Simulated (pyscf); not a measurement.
**Routes from H₂C=CH–SiH₃ (SMILES C=C[SiH3]) + H₂ (SMILES [H][H])**

Candidate steps break at most two bonds and form at most two. Each was searched with GFN2-xTB (tblite) first. Optimised with ωB97X-D3(BJ)/def2-SVP in PySCF. Energies: ωB97M-D3(BJ)/def2-TZVP, eV, from the separated reactants, singlet surface; ΔG‡ with ideal gas, 1 atm, RRHO with modes under 100 cm⁻¹ raised to 100, one conformer, R ln 2 for chiral ones without a mode under 150 cm⁻¹.

| products | type | ΔE‡ | ΔE | ΔG‡ 298 K | ΔG‡ 900 K | ν‡ (cm⁻¹) |
|---|---|---|---|---|---|---|
| H₃C–CH=SiH₂ + H₂ | concerted two-bond exchange | 2.28 | +0.83 | 2.65 | 3.50 | 1836i |
| H₂C=CH–SiH₃ + H₂ | four-centre exchange (H–Si, H–H broken, H–Si, H–H formed) | 2.83 | 0.00 | 3.22 | 4.03 | 1766i |
| SiH₄ + H₂C=CH₂ | four-centre exchange | 3.02 | -0.24 | 3.38 | 4.14 | 1848i |
| H₂C=CH–SiH₃ + H₂ | four-centre exchange (C–H, H–H broken, C–H, H–H formed) | 3.86 | 0.00 | 4.19 | 4.98 | 1484i |
| H₂C=CH–SiH₃ + H₂ | four-centre exchange (C–H, H–H broken, C–H, H–H formed) | 4.03 | 0.00 | 4.34 | 5.12 | 1636i |

Plain bond fissions and candidates not yet searched are not listed, and one of them may be faster. Each barrier is that of the saddle found; lower ones may exist. One closed-shell reference is unstable to symmetry breaking; treat the single-reference values with care.
